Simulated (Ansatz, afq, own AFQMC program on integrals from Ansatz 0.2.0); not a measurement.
# Atomization energy of SiGe3H10, singlet, worked out

```csv
atom,x (Å),y (Å),z (Å)
Si,1.1093,1.9774,-1.0753
Ge,0.0579,-0.0856,-1.6481
Ge,-1.3759,-0.8600,0.1569
Ge,-0.1100,-1.2564,2.1894
H,1.9892,2.4560,-2.1852
H,0.0686,3.0152,-0.8008
H,1.9400,1.7950,0.1547
H,1.1329,-1.1558,-1.9305
H,-0.7782,0.0910,-2.9331
H,-2.0945,-2.1589,-0.2647
H,-2.4565,0.2073,0.4326
H,0.9687,-2.3270,1.9421
H,0.5842,0.0418,2.6410
H,-1.0357,-1.7400,3.3211
```

Basis def2-TZVP. Only valence electrons are correlated. Integrals, coupled cluster, full CI and functionals: Ansatz 0.2.0; the random walks run on the same integrals in our own AFQMC program. ph-AFQMC/CISD is guided by a CISD state made of CCSD amplitudes; releasing the constraint for a short imaginary time cuts its bias at the price of noise, slowly where states lie close. Error bars are statistical, one sigma. No spin–orbit coupling.

Total energies in eV. CBS is CCSD(T) at the limit of def2-TZVPP/QZVPP (extrapolated itself); the highest rung of each member is named.

Cautions: inner d shell frozen; no relativity below Rb; no spin-orbit coupling; SiGe₃H₁₀ (singlet): the released value is read at 0.90 1/Eh (meV from the phaseless value at times in 1/Eh: -11 ± 12 at 0.21, -25 ± 11 at 0.42, -8 ± 8 at 0.63, -11 ± 10 at 0.90).

| member | count | CCSD(T)/def2-TZVP | highest rung in def2-TZVP | which | CCSD(T)/CBS |
| --- | --- | --- | --- | --- | --- |
| Si (triplet) | +1 | -7862.0972 | -7862.1201 | FCI | -7862.5000 |
| Ge (triplet) | +3 | -56474.1734 | -56474.1882 | FCI | -56475.5964 |
| H (doublet) | +10 | -13.6005 | -13.6005 | FCI | -13.6059 |
| SiGe₃H₁₀, singlet | -1 | -177457.6477 | -177457.7188 ± 0.0095 | released AFQMC | -177463.8883 |

Task: Work out the best estimate of the atomization energy: the CCSD(T)/CBS difference plus the step from CCSD(T) to the highest rung.

Result: Sums with the counts: CCSD(T)/CBS 38.5401 eV, highest rung 37.0291 eV, CCSD(T)/def2-TZVP 37.0253 eV. The step is 37.0291 − 37.0253 = 0.0038 eV, so the best estimate is 38.5401 + (0.0038) = 38.5439 eV = 3718.9 kJ/mol, with sampling noise 0.010 eV. The step is under twice that noise, so its sign is open. The basis set is worth 1.515 eV of it. Zero-point, core-correlation and spin–orbit terms aren't in it. Past Ne the Hartree–Fock part of each CBS total tends to overshoot, since the cores don't follow the formula; that largely cancels in the difference.

Best estimates are given only where the step beyond CCSD(T) is under 0.3 eV and no member's determinant is very poor (T1 over 0.05, or 0.07 for open shells, ⟨S²⟩ too high by 0.3, two states mixed), so the hardest cases are missing from such tables.

Each member of a difference takes its own highest rung, so a best estimate needn't equal the limit plus the step of one row. Released energies are given only where the last usable release times agree within the noise; a slower fall can still hide under it.
